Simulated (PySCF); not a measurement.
# [SiPH4]− (SMILES [SiH2-]P) at 6 levels

Wanted: a comparison of 6 runs (SVWN5/STO-3G, MP2/STO-3G, CCSDT/STO-3G, QCISD(T)/STO-3G, CCSD(T)/STO-3G, FCI/STO-3G) of [SiPH4]−. 

The calculation is run with PySCF 2.14.0.

2 further runs of the same task are left out: 2 set aside as unsound or not needed.

## (1) The molecule

[SiPH4]−: 6 atoms, total charge -1, spin state singlet. SMILES: `[SiH2-]P`. The Si1–H4 distance was set to 1.804 Å, away from the relaxed value.

Bond lengths: Si1–P2 2.225 Å, Si1–H3 1.503 Å, P2–H5 1.375 Å, P2–H6 1.375 Å. Angles: Si1–P2–H5 94.0°, Si1–P2–H6 94.1°, P2–Si1–H3 96.4°, H5–P2–H6 91.3°. A long bond or contact: Si1–H4 1.804 Å.

## (2) A single-point energy at SVWN5/STO-3G (run 1)

The input, geometry.xyz:

```xyz
6

Si     0.557593    -0.942199     0.078025
P     -0.155287     1.149031     0.343245
H     -0.187147    -1.522939     1.247505
H     -0.642080    -1.408110    -1.185860
H      0.607343     1.643091    -0.689175
H      0.819293     1.469381     1.259485
```

The input, input.py:

```python
from pyscf import gto, dft

molecule = gto.M(
    atom='geometry.xyz',
    verbose=3,
    spin=0,
    charge=-1,
    basis='sto-3g',
    max_memory=1860,
)

myscf = dft.RKS(molecule, xc='svwn')
myscf.grids.level = 5
myscf.conv_tol = 1e-10
myscf.kernel()
if not myscf.converged:
    myscf = myscf.newton().run(myscf.mo_coeff, myscf.mo_occ)

e_tot = myscf.e_tot
print(f'total energy: {e_tot:.8f} hartree')
```

On the command line:

```
OMP_NUM_THREADS=1 python input.py
```

What it wrote:

```text
converged SCF energy = -623.281941999448
total energy: -623.28194200 hartree
```

Run time: 1.8 s. Hardware: 1 thread of Arm Neoverse V2, shared host; peak memory 0.15 GiB.

## (3) The energy at MP2/STO-3G (run 2)

The input, run.py:

```python
from pyscf import gto, scf, mp

mol = gto.M(
    atom='''
Si       0.557593      -0.942199       0.078025
P       -0.155287       1.149031       0.343245
H       -0.187147      -1.522939       1.247505
H       -0.642080      -1.408110      -1.185860
H        0.607343       1.643091      -0.689175
H        0.819293       1.469381       1.259485
''',
    max_memory=1860,
    basis='sto-3g',
    charge=-1,
    verbose=4,
)

mf = scf.RHF(mol)
mf.conv_tol = 1e-10
mf.kernel()
if not mf.converged:
    mf = mf.newton().run(mf.mo_coeff, mf.mo_occ)

pt = mp.MP2(mf, frozen=10).run()
e_final = pt.e_tot
print('Final energy', e_final)
```

On the command line:

```
OMP_NUM_THREADS=1 python run.py
```

What it wrote:

```text
PySCF version 2.14.0

[INPUT] num. atoms = 6
[INPUT] num. electrons = 34
[INPUT] charge = -1
[INPUT] spin (= nelec alpha-beta = 2S) = 0
[INPUT] symmetry False subgroup None
[INPUT] Mole.unit = angstrom
[INPUT] Symbol           X                Y                Z      unit          X                Y                Z       unit  Magmom
[INPUT]  1 Si     0.557593000000  -0.942199000000   0.078025000000 AA    1.053698058975  -1.780498064839   0.147445880869 Bohr   0.0
[INPUT]  2 P     -0.155287000000   1.149031000000   0.343245000000 AA   -0.293449900705   2.171353898635   0.648639043626 Bohr   0.0
[INPUT]  3 H     -0.187147000000  -1.522939000000   1.247505000000 AA   -0.353656575034  -2.877937614419   2.357442789026 Bohr   0.0
[INPUT]  4 H     -0.642080000000  -1.408110000000  -1.185860000000 AA   -1.213355350061  -2.660942253261  -2.240950622077 Bohr   0.0
[INPUT]  5 H      0.607343000000   1.643091000000  -0.689175000000 AA    1.147711933672   3.104991987738  -1.302352001897 Bohr   0.0
[INPUT]  6 H      0.819293000000   1.469381000000   1.259485000000 AA    1.548239385773   2.776727662640   2.380081707998 Bohr   0.0

nuclear repulsion = 82.5312811748647
number of shells = 14
number of NR pGTOs = 66
number of NR cGTOs = 22
basis = sto-3g
ecp = {}

******** <class 'pyscf.scf.hf.RHF'> ********
method = RHF
initial guess = minao
damping factor = 0
level_shift factor = 0
DIIS = <class 'pyscf.scf.diis.CDIIS'>
diis_start_cycle = 1
diis_space = 8
diis_damp = 0
SCF conv_tol = 1e-10
SCF conv_tol_grad = None
SCF max_cycles = 50
direct_scf = True
direct_scf_tol = 1e-13
Set gradient conv threshold to 1e-05
Initial guess from minao.
init E= -624.073804778477
  HOMO = -0.102863896196708  LUMO = 0.258081039070694  gap/eV = 9.82181
cycle= 1 E= -624.57743247351  delta_E= -0.504  |g|= 0.211  |ddm|= 2.76
  HOMO = 0.132286075260298  LUMO = 0.695311677031616  gap/eV = 15.32071
cycle= 2 E= -624.60077278577  delta_E= -0.0233  |g|= 0.0337  |ddm|= 0.432
  HOMO = 0.102416341993918  LUMO = 0.681641953876495  gap/eV = 15.76153
cycle= 3 E= -624.601654270307  delta_E= -0.000881  |g|= 0.0095  |ddm|= 0.103
  HOMO = 0.101270170670781  LUMO = 0.681635901600569  gap/eV = 15.79256
cycle= 4 E= -624.60174176311  delta_E= -8.75e-05  |g|= 0.00151  |ddm|= 0.0404
  HOMO = 0.101390114143628  LUMO = 0.681900945450884  gap/eV = 15.79650
cycle= 5 E= -624.60174425836  delta_E= -2.5e-06  |g|= 0.000248  |ddm|= 0.00708
  HOMO = 0.101323548340149  LUMO = 0.681900429835453  gap/eV = 15.79830
cycle= 6 E= -624.601744327839  delta_E= -6.95e-08  |g|= 4.8e-05  |ddm|= 0.00114
  HOMO = 0.101337045618238  LUMO = 0.681907788739562  gap/eV = 15.79813
cycle= 7 E= -624.601744330119  delta_E= -2.28e-09  |g|= 8.32e-06  |ddm|= 0.000197
  HOMO = 0.101336728795341  LUMO = 0.681907297862715  gap/eV = 15.79813
cycle= 8 E= -624.601744330189  delta_E= -6.96e-11  |g|= 1.43e-06  |ddm|= 3.6e-05
  HOMO = 0.101336654641962  LUMO = 0.681907246854065  gap/eV = 15.79813
Extra cycle  E= -624.601744330191  delta_E= -2.73e-12  |g|= 5.76e-07  |ddm|= 4.31e-06
converged SCF energy = -624.601744330191

******** <class 'pyscf.mp.mp2.RMP2'> ********
nocc = 7, nmo = 12
frozen orbitals 10
E(RMP2) = -624.671972444651  E_corr = -0.0702281144595875
E(SCS-RMP2) = -624.683980467792  E_corr = -0.0822361376011062
E_corr(same-spin) = -0.00235107663507554
E_corr(oppo-spin) = -0.067877037824512
Final energy -624.671972444651
```

It took 0.62 s on 1 thread of Arm Neoverse V2, shared host; peak memory 0.12 GiB.

## (4) A single-point energy at CCSDT/STO-3G (run 3)

The input, job.py:

```python
from pyscf import gto, cc

mol = gto.M(
    atom='''
Si     1.053698    -1.780498     0.147446
P     -0.293450     2.171354     0.648639
H     -0.353657    -2.877938     2.357443
H     -1.213355    -2.660942    -2.240951
H      1.147712     3.104992    -1.302352
H      1.548239     2.776728     2.380082
''',
    spin=0,
    charge=-1,
    verbose=4,
    basis='sto-3g',
    unit='bohr',
    max_memory=1860,
)

mf = mol.RHF()
mf.conv_tol = 1e-10
mf.kernel()
if not mf.converged:
    mf = mf.newton().run(mf.mo_coeff, mf.mo_occ)

mycc = cc.CCSDT(mf, frozen=10)
mycc.kernel()
e_final = mycc.e_tot
print('E = %.10f Eh' % e_final)
```

On the command line:

```
OMP_NUM_THREADS=1 python job.py
```

What it wrote:

```text
PySCF version 2.14.0

[... 56 lines left out ...]
converged SCF energy = -624.601744320145
[... 16 lines left out ...]
WARN: A large `blksize` is being used, which may cause large memory consumption
[... 12 lines left out ...]
Init t2, MP2 energy = -624.671972439996  E_corr(MP2) -0.070228119851
[... 12 lines left out ...]
RCCSDT converged
[... 3 lines left out ...]
E = -624.7045570853 Eh
```

Wall time 0.84 s (1 thread of Arm Neoverse V2, shared host); peak memory 0.12 GiB.

Runs 4 to 5 aren't shown in full; the table further down has their settings and results.

## (5) The energy at FCI/STO-3G (run 6)

The input, input.xyz:

```xyz
6
H4PSi
Si     0.557593    -0.942199     0.078025
P     -0.155287     1.149031     0.343245
H     -0.187147    -1.522939     1.247505
H     -0.642080    -1.408110    -1.185860
H      0.607343     1.643091    -0.689175
H      0.819293     1.469381     1.259485
```

The input, run.py:

```python
from pyscf import gto, scf, mcscf
from pyscf import fci

molecule = gto.M(
    atom='input.xyz',
    max_memory=1860,
    charge=-1,
    basis='sto-3g',
    verbose=4,
    spin=0,
)

hf = scf.RHF(molecule)
hf.conv_tol = 1e-10
hf.kernel()
if not hf.converged:
    hf = hf.newton().run(hf.mo_coeff, hf.mo_occ)

cas = mcscf.CASCI(hf, hf.mo_coeff.shape[-1] - 10, (molecule.nelec[0] - 10, molecule.nelec[1] - 10))  # full CI above the frozen core
cas.fcisolver = fci.direct_spin0.FCI(molecule)  # even spin states alone
cas.kernel()
print('<S^2> = %.4f' % cas.fcisolver.spin_square(cas.ci, cas.ncas, cas.nelecas)[0])
etot = cas.e_tot
print('Final energy', etot)
```

On the command line:

```
OMP_NUM_THREADS=1 python run.py
```

What it wrote:

```text
PySCF version 2.14.0

[INPUT] num. atoms = 6
[INPUT] num. electrons = 34
[INPUT] charge = -1
[INPUT] spin (= nelec alpha-beta = 2S) = 0
[INPUT] symmetry False subgroup None
[INPUT] Mole.unit = angstrom
[INPUT] Symbol           X                Y                Z      unit          X                Y                Z       unit  Magmom
[INPUT]  1 Si     0.557593000000  -0.942199000000   0.078025000000 AA    1.053698058975  -1.780498064839   0.147445880869 Bohr   0.0
[INPUT]  2 P     -0.155287000000   1.149031000000   0.343245000000 AA   -0.293449900705   2.171353898635   0.648639043626 Bohr   0.0
[INPUT]  3 H     -0.187147000000  -1.522939000000   1.247505000000 AA   -0.353656575034  -2.877937614419   2.357442789026 Bohr   0.0
[INPUT]  4 H     -0.642080000000  -1.408110000000  -1.185860000000 AA   -1.213355350061  -2.660942253261  -2.240950622077 Bohr   0.0
[INPUT]  5 H      0.607343000000   1.643091000000  -0.689175000000 AA    1.147711933672   3.104991987738  -1.302352001897 Bohr   0.0
[INPUT]  6 H      0.819293000000   1.469381000000   1.259485000000 AA    1.548239385773   2.776727662640   2.380081707998 Bohr   0.0

nuclear repulsion = 82.5312811748647
number of shells = 14
number of NR pGTOs = 66
number of NR cGTOs = 22
basis = sto-3g
ecp = {}

******** <class 'pyscf.scf.hf.RHF'> ********
method = RHF
initial guess = minao
damping factor = 0
level_shift factor = 0
DIIS = <class 'pyscf.scf.diis.CDIIS'>
diis_start_cycle = 1
diis_space = 8
diis_damp = 0
SCF conv_tol = 1e-10
SCF conv_tol_grad = None
SCF max_cycles = 50
direct_scf = True
direct_scf_tol = 1e-13
Set gradient conv threshold to 1e-05
[... 1 set-up line as earlier in the session ...]
init E= -624.073804778477
  HOMO = -0.102863896196708  LUMO = 0.258081039070694  gap/eV = 9.82181
cycle= 1 E= -624.57743247351  delta_E= -0.504  |g|= 0.211  |ddm|= 2.76
  HOMO = 0.132286075260298  LUMO = 0.695311677031616  gap/eV = 15.32071
cycle= 2 E= -624.60077278577  delta_E= -0.0233  |g|= 0.0337  |ddm|= 0.432
  HOMO = 0.102416341993918  LUMO = 0.681641953876495  gap/eV = 15.76153
cycle= 3 E= -624.601654270307  delta_E= -0.000881  |g|= 0.0095  |ddm|= 0.103
  HOMO = 0.101270170670781  LUMO = 0.681635901600569  gap/eV = 15.79256
cycle= 4 E= -624.60174176311  delta_E= -8.75e-05  |g|= 0.00151  |ddm|= 0.0404
  HOMO = 0.101390114143628  LUMO = 0.681900945450884  gap/eV = 15.79650
cycle= 5 E= -624.60174425836  delta_E= -2.5e-06  |g|= 0.000248  |ddm|= 0.00708
  HOMO = 0.101323548340149  LUMO = 0.681900429835453  gap/eV = 15.79830
cycle= 6 E= -624.601744327839  delta_E= -6.95e-08  |g|= 4.8e-05  |ddm|= 0.00114
  HOMO = 0.101337045618238  LUMO = 0.681907788739562  gap/eV = 15.79813
cycle= 7 E= -624.601744330119  delta_E= -2.28e-09  |g|= 8.32e-06  |ddm|= 0.000197
  HOMO = 0.101336728795341  LUMO = 0.681907297862715  gap/eV = 15.79813
cycle= 8 E= -624.601744330189  delta_E= -6.96e-11  |g|= 1.43e-06  |ddm|= 3.6e-05
  HOMO = 0.101336654641962  LUMO = 0.681907246854065  gap/eV = 15.79813
Extra cycle  E= -624.601744330191  delta_E= -2.73e-12  |g|= 5.76e-07  |ddm|= 4.31e-06
converged SCF energy = -624.601744330191

******** <class 'pyscf.mcscf.casci.CASCI'> ********
CAS (7e+7e, 12o), ncore = 10, nvir = 0
natorb = False
canonicalization = True
sorting_mo_energy = False
******** <class 'pyscf.fci.direct_spin0.FCISolver'> ********
max. cycles = 100
conv_tol = 1e-10
davidson only = False
linear dependence = 1e-14
level shift = 0.001
max iter space = 12
nroots = 1
pspace_size = 400
spin = None
Density matrix diagonal elements [1.9912847  1.98492275 1.97164141 1.97451961 1.96943367 1.96438224
 1.96496992 0.05396567 0.03475107 0.03666684 0.0293181  0.02414403]
CASCI converged
CASCI E = -624.704520444855  E(CI) = -27.6390928035953  S^2 = 0.0000000
<S^2> = 0.0000
Final energy -624.7045204448549
```

Run time: 6.6 s. Hardware: 1 thread of Arm Neoverse V2, shared host; peak memory 0.25 GiB.

## (6) The series

| run | level | integration grid | frozen core orbitals | energy (Eh) | HOMO energy (eV) | LUMO energy (eV) | HOMO–LUMO gap (eV) | wall time |
| --- | --- | --- | --- | --- | --- | --- | --- | --- |
| 1 | SVWN5/STO-3G | 5 | – | -623.281942 | 7.04 | 12.91 | 5.86 | 1.8 s |
| 2 | MP2/STO-3G | – | 10 | -624.671972 | 2.76 | 18.56 | 15.80 | 0.62 s |
| 3 | CCSDT/STO-3G | – | 10 | -624.704557 | 2.76 | 18.56 | 15.80 | 0.84 s |
| 4 | QCISD(T)/STO-3G | – | 10 | -624.704438 | 2.76 | 18.56 | 15.80 | 0.68 s |
| 5 | CCSD(T)/STO-3G | – | 10 | -624.704376 | 2.76 | 18.56 | 15.80 | 0.6 s |
| 6 | FCI/STO-3G | – | 10 | -624.704520 | 2.76 | 18.56 | 15.80 | 6.6 s |

## (7) Summary of results

```
                                                    quantity          value
                                         run 6: total energy  -624.70452 Eh
                  run 6: HOMO energy (Hartree–Fock orbitals)        2.76 eV
                  run 6: LUMO energy (Hartree–Fock orbitals)       18.56 eV
run 6: HOMO–LUMO gap (to an unbound level, set by the basis)       15.80 eV
         run 6: correlation energy (10 core orbitals frozen)     -102.8 mEh
```

What this shows: Against full CI in this basis: MP2 +32.5 mEh; CCSDT -0.0 mEh; QCISD(T) +0.1 mEh; CCSD(T) +0.1 mEh. In runs 1, 2, 3, 4, 5, 6 the HOMO lies above zero, so the outermost electron may be held by the basis alone. In runs 1, 2, 3, 4, 5, 6 the basis is minimal, so the values are rough. All runs together took 11 s, the longest 6.6 s.
